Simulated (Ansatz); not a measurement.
Relaxing Al

Level of theory: DFT PBEsol, scalar-relativistic, plane waves, PAW (Ansatz 0.2.0). Cutoff 420 eV, Γ-centred k mesh, Gaussian smearing, no spin polarisation in the final step.

This is the end of a relaxation of cell and atoms.

```
CELL_PARAMETERS angstrom
-1.60609 1.60609 1.60609
1.60609 -1.60609 1.60609
1.60609 1.60609 -1.60609
ATOMIC_POSITIONS crystal
Al 0.00000 0.00000 0.00000
```

Energies count from the standard state of Al at the same level.

(1) What space group does it have?

(2) How far above the standard state of Al does it lie?

(3) Is it a metal?

Results:

(1) Im-3m (No. 229). Conventional cell: a = 3.212 Å. Around Al lie 8 Al at 2.78 Å and 6 Al at 3.21 Å.

(2) 0.10 eV/atom.

(3) Yes, bands cross the Fermi level on the 24×24×24 mesh.

The final run used a 24×24×24 mesh on its 1-atom cell and 0.10 eV smearing. For metals, differences of a few meV/atom aren't resolved.

This bcc form isn't the element's structure at ambient conditions.